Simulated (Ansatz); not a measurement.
## VIr₃: computed properties

These are results of DFT r2SCAN, scalar-relativistic, plane waves, PAW in Ansatz 0.2.0, not measurements.

Plane waves to 500 eV, a k mesh through Γ of 12×12×12 on the computed 4-atom cell and Gaussian smearing (0.10 eV); no spin polarisation.

The structure is relaxed at this level of theory with its symmetry kept. Whether it is the stable form of this composition wasn't checked.

The structure is cubic, space group Pm-3m (No. 221). The conventional cell has a = 3.810 Å, b = 3.810 Å, c = 3.810 Å, α = 90.00°, β = 90.00°, γ = 90.00°. V (site symmetry m-3m) has 12 Ir at 2.69 Å as nearest neighbours. Ir (site symmetry 4/mmm) has 4 V at 2.69 Å and 8 Ir at 2.69 Å as nearest neighbours.

* Volume per atom: 13.82 Å³
* Formation energy from the elements' standard states (uncorrected): -0.532 eV/atom
* Generalised Kohn–Sham band gap: none (metal)
* Density of states at the Fermi level: 1.79 states/eV per cell
* Löwdin character within 0.5 eV of the Fermi level: Ir 5d 49 %, V 3d 45 %
* Bulk modulus: 347 GPa
* Its pressure derivative: 4.8
* Bader charges (e): V (1 in the cell) 1.41, Ir (3 in the cell) -0.47

Spin-orbit coupling is left out, which matters for the bands of heavy elements.

A ferromagnetic start lost its moments in a first run, so spin was left out; other magnetic orders weren't tried.

Cost: 9 runs of about 5.2 core-minutes in all, on Arm Neoverse V2 (shared hosts).